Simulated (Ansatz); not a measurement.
The cluster MgS2⁺. The state is a doublet with charge 1. Geometry PBE-D4/def2-TZVP, that of the neutral singlet; atoms count from 1.

```
atom   x (Å)   y (Å)   z (Å)
 Mg1   0.738  -1.054  -0.119
  S2  -1.226  -0.013  -0.474
  S3   0.489   1.067   0.592
```

The structure comes from a short search, and lower isomers may exist.

Estimate the Mulliken populations from the PBE0/def2-TZVP orbitals of Ansatz.


| atom | charge (e) | spin (α − β) |
| --- | --- | --- |
| Mg1 | 1.05 | -0.05 |
| S2 | -0.02 | 0.53 |
| S3 | -0.02 | 0.53 |
Mulliken values and Mayer orders depend strongly on the basis.

Where does the spin sit?

Summed by element: Mg -0.05, S 1.05, of 1 unpaired in all. Largest on single atoms: S2 0.53, S3 0.53, Mg1 -0.05.

And the Mayer bond orders between bonded heavy atoms (over 0.3)?

Mg1–S2 0.78 (2.25 Å); Mg1–S3 0.78 (2.25 Å); S2–S3 1.41 (2.29 Å).
